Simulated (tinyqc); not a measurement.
Inside a calculation (part 2 of 2). Method: MP2 on RHF in the sto-3g basis, for H2F+, spin multiplicity 1. Computed by tinyqc, a small Python program that keeps every step (integrals from PySCF). Command: `OMP_NUM_THREADS=1 python tinyqc.py 20547 20548 out.jsonl` (the two numbers bound the seeds that draw the settings). One thread of a shared host (Intel(R) Xeon(R) Processor @ 2.60GHz), about 0.2 s of CPU time with the checks.

Geometry (angstrom):
```
atom       x        y       z
F     0.0000   0.0000  0.0000
H     0.0000   0.7360  0.5090
H     0.0000  -0.8000  0.5540
```

## Second-order Moller-Plesset energy

orbital energies (hartree): MO1 -26.6534, MO2 -2.1076, MO3 -1.2482, MO4 -1.1105, MO5 -1.0703, MO6 0.0229, MO7 0.2136

Hartree-Fock energy = -98.855734 hartree

Given earlier and not repeated: Two-electron integrals over orbitals (pq|rs).

E2 = sum_ijab (ia|jb) [2 (ia|jb) - (ib|ja)] / (e_i + e_j - e_a - e_b) over occupied i, j and virtual a, b; the opposite-spin part is (ia|jb)^2 / denominator, the rest is same-spin, and SCS-MP2 scales them by 6/5 and 1/3.

Terms (the 40 largest of 68):
```
i  j  a  b  (ia|jb)  (ib|ja)  denominator       term
3  3  7  7   0.1531   0.1531      -2.9236    -0.0080
4  3  6  7   0.0703   0.0321      -2.5953    -0.0029
3  4  7  6   0.0703   0.0321      -2.5953    -0.0029
3  2  7  6   0.0692   0.0239      -3.5923    -0.0022
2  3  6  7   0.0692   0.0239      -3.5923    -0.0022
4  4  6  6   0.0669   0.0669      -2.2669    -0.0020
3  3  6  6   0.0678   0.0678      -2.5422    -0.0018
2  2  6  6   0.0800   0.0800      -4.2611    -0.0015
2  4  6  6   0.0571   0.0571      -3.2640    -0.0010
4  2  6  6   0.0571   0.0571      -3.2640    -0.0010
4  4  7  7   0.0475   0.0475      -2.6483    -0.0009
2  2  7  7   0.0581   0.0581      -4.6424    -0.0007
5  5  6  6   0.0280   0.0280      -2.1865  -3.58e-04
4  3  6  6  -0.0294  -0.0294      -2.4046  -3.58e-04
3  4  6  6  -0.0294  -0.0294      -2.4046  -3.58e-04
3  2  7  7   0.0280   0.0280      -3.7830  -2.07e-04
2  3  7  7   0.0280   0.0280      -3.7830  -2.07e-04
5  5  7  7   0.0208   0.0208      -2.5679  -1.69e-04
3  2  6  7   0.0239   0.0692      -3.5923   1.42e-04
2  3  7  6   0.0239   0.0692      -3.5923   1.42e-04
3  2  6  6  -0.0213  -0.0213      -3.4016  -1.33e-04
2  3  6  6  -0.0213  -0.0213      -3.4016  -1.33e-04
3  3  7  6  -0.0188  -0.0188      -2.7329  -1.29e-04
3  3  6  7  -0.0188  -0.0188      -2.7329  -1.29e-04
4  3  7  7   0.0178   0.0178      -2.7859  -1.14e-04
3  4  7  7   0.0178   0.0178      -2.7859  -1.14e-04
2  4  7  6   0.0175   0.0131      -3.4547  -1.12e-04
4  2  6  7   0.0175   0.0131      -3.4547  -1.12e-04
4  3  7  6   0.0321   0.0703      -2.5953   7.44e-05
3  4  6  7   0.0321   0.0703      -2.5953   7.44e-05
4  2  7  6   0.0131   0.0175      -3.4547  -3.27e-05
2  4  6  7   0.0131   0.0175      -3.4547  -3.27e-05
2  2  6  7   0.0103   0.0103      -4.4517  -2.40e-05
2  2  7  6   0.0103   0.0103      -4.4517  -2.40e-05
2  4  7  7  -0.0087  -0.0087      -3.6453  -2.08e-05
4  2  7  7  -0.0087  -0.0087      -3.6453  -2.08e-05
1  1  6  6   0.0234   0.0234     -53.3526  -1.03e-05
1  2  7  7   0.0158   0.0158     -29.1882  -8.54e-06
2  1  7  7   0.0158   0.0158     -29.1882  -8.54e-06
1  1  7  7   0.0190   0.0190     -53.7340  -6.74e-06
```

Pair energies (hartree; pair i-j sums ij and ji):
```
pair  opposite spin  same spin
1-1       -1.73e-05          0
2-1       -1.97e-05  -3.59e-10
2-2         -0.0023          0
3-1       -3.90e-06  -7.38e-06
3-2         -0.0037    -0.0011
3-3         -0.0101          0
4-1       -5.44e-06  -6.86e-08
4-2         -0.0023  -1.15e-05
4-3         -0.0055    -0.0011
4-4         -0.0028          0
5-5         -0.0005          0
```

MP2 correlation energy = -0.029592 hartree

SCS-MP2 correlation energy = -0.033535 hartree

MP2 total energy = -98.885327 hartree
